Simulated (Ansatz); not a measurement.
A nudged elastic band was laid between two geometries of BCl₂H (4 atoms, charge 0, multiplicity 1).

The calculation used RKS r2SCANh-D4/6-31G* (Ansatz 0.2.0).

```
movable images  : 5
climbing image  : yes
spring          : 5.0 eV/Å²
optimiser       : quadratic models (default)
start path      : through a guess of the saddle point
force threshold : 0.2 eV/Å
iteration limit : 60
end points      : relaxed
```

Image 0:

```xyz
4
Properties=species:S:1:pos:R:3
B 0.215 0.000 0.267
H 0.001 0.000 1.436
Cl 1.861 0.000 -0.301
Cl -1.121 0.000 -0.850
```

Image 6:

```xyz
4
Properties=species:S:1:pos:R:3
B -0.611 0.000 -0.171
H 1.253 0.000 0.540
Cl 2.502 0.000 1.001
Cl -2.188 0.000 -0.817
```

Question: Which bonds break or form, and what moves?

Answer: Bonds broken: B1–H2, B1–Cl3. Bonds formed: H2–Cl3. BCl2H becomes BCl + ClH.

Question: Give the energies along the band, and the barrier.

Answer: The run converged. The highest image is number 3 of 0 to 6, 92.2 kcal/mol above the first end and 1.7 kcal/mol above the last; the last end lies 90.5 kcal/mol above the first. The threshold of 0.2 eV/Å is loose, so the images may lie well off the minimum-energy path. Neighbouring images differ by up to 2.3 eV, so the band resolves the path poorly. Another band between the same ends (5 images) ends at a top of the same energy, where a vibrational analysis finds 1 clearly imaginary mode. The orbitals stay closed-shell, which can raise the energy where a bond breaks towards radicals; this wasn't checked here.

```tsv
image	path coordinate (Å)	energy (kcal/mol)	B1–H2 (Å)	B1–Cl3 (Å)	H2–Cl3 (Å)
0	0.00	0.0	1.19	1.74	2.54
1	0.53	30.4	1.14	1.97	2.13
2	1.06	83.1	1.18	2.47	1.88
3	1.60	92.2	1.42	2.82	1.53
4	2.05	91.4	1.75	3.07	1.37
5	2.51	90.8	1.92	3.24	1.34
6	2.97	90.5	1.99	3.33	1.33
```

Question: What is the geometry of the highest image?

Answer: 
```xyz
4
Properties=species:S:1:pos:R:3
B -0.583 0.000 0.399
H 0.777 0.000 0.819
Cl 2.232 0.000 0.361
Cl -1.470 0.000 -1.028
```

Run time: 80 s on 1 thread of Intel(R) Xeon(R) 6975P-C (Granite Rapids), with other jobs on the host, peak memory 0.13 GiB.
